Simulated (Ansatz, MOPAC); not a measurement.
Process, species as SMILES: c1(Br)ccco1 [2-bromofuran] + 8 [H][H] (H2) → Br (HBr) + 4 C (CH4) + O (H2O)

Wanted: energy of full hydrogenation (enthalpy at 298 K), in kcal/mol. Conventions: no spin-orbit coupling; dispersion terms only where a functional's name holds one; non-relativistic; 6-31G* and kin with 6d, 5d where marked. Ab initio and DFT rows: single points at B3LYP-D3(BJ) geometries (Ansatz, a program for electronic structure), with unscaled harmonic terms from B3LYP/6-31G* (LANL2DZ past Ar) (Ansatz) at its own minima. Semi-empirical rows: MOPAC heats of formation at their own minima for 298 K.

```csv
species,coefficient,"E at B3LYP/6-31G* (Ansatz), Eh","E at wB97X-V/def2-TZVPD (Ansatz), Eh","H(298 K) - E, kcal/mol","heat of formation at AM1 (MOPAC), kcal/mol"
Brc1ccco1,-1,-2803.29674,-2803.35900,41.40,12.68
[H][H] (H2),-8,-1.17549,-1.17238,8.44,-5.18
Br (HBr),+1,-2574.48177,-2574.52162,5.49,-10.51
C (CH4),+4,-40.51834,-40.51531,30.76,-8.79
O (H2O),+1,-76.40884,-76.43464,15.65,-59.25
```

 1 Eh = 627.5095 kcal/mol.

Q: Work the quantity out at each level.

A: 
- B3LYP/6-31G*: the sum of coefficient times E is -0.26331 Eh, or -165.23 kcal/mol; the thermal terms add 35.26. Result: -130.0 kcal/mol.
- wB97X-V/def2-TZVPD: the sum of coefficient times E is -0.27946 Eh, or -175.36 kcal/mol; the thermal terms add 35.26. Result: -140.1 kcal/mol.
- AM1: the sum of coefficient times heat of formation is -76.16 kcal/mol; it needs no thermal term.
